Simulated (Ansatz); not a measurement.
# CH5Si: the cost of one run

Method: UKS BLYP/def2-mTZVP, in Ansatz 0.2.0.

**1. The structure to begin with**

Bond lengths: C1–Si2 1.894 Å, C1–H3 1.089 Å, C1–H4 1.087 Å, C1–H5 1.087 Å, Si2–H6 1.458 Å, Si2–H7 1.458 Å. Angles: C1–Si2–H6 113.0°, C1–Si2–H7 113.1°, H6–Si2–H7 113.0°, Si2–C1–H3 110.9°, Si2–C1–H4 111.5°, Si2–C1–H5 111.4°, H3–C1–H4 107.6°, H3–C1–H5 107.6°, H4–C1–H5 107.7°.

As a file:

```xyz
7

C    -0.1233   -0.8079    0.0895
Si    0.1780    1.0540    0.2622
H    -0.2071   -1.0918   -0.9588
H     0.6904   -1.3845    0.5212
H    -1.0419   -1.1094    0.5853
H    -0.9478    1.8586   -0.1960
H     1.4517    1.4810   -0.3034
```

**2. Relaxing end A**

input.yaml

```yaml
crystal:
  periodic: [false, false, false]
  atoms:
    - { symbol: C, position_ang: [-0.12326, -0.80794, 0.0895] }
    - { symbol: Si, position_ang: [0.17796, 1.05397, 0.26219] }
    - { symbol: H, position_ang: [-0.20707, -1.09176, -0.9588] }
    - { symbol: H, position_ang: [0.69035, -1.38449, 0.52123] }
    - { symbol: H, position_ang: [-1.04188, -1.10943, 0.58527] }
    - { symbol: H, position_ang: [-0.94783, 1.85864, -0.19601] }
    - { symbol: H, position_ang: [1.45172, 1.48101, -0.30339] }
magnetization:
  spin_polarized: true
  initial_magnetization: 1
basis:
  gaussian: { orbitals: def2-mTZVP }
hamiltonian:
  xc: blyp
relax:
  f_tol: 0.02
  max_steps: 50
output:
  orbitals: {}
```

Command:

```bash
> ansatz run input.yaml --threads 1 --pin off --max-ram 2048MiB --backend cpu --events-out ev --progress --plain --runs-dir out
```

**Question.** How long does this run take on 1 thread of an Arm CPU, shared host, and how much memory does it need?

About 8.9 s, with a peak of 0.11 GiB.
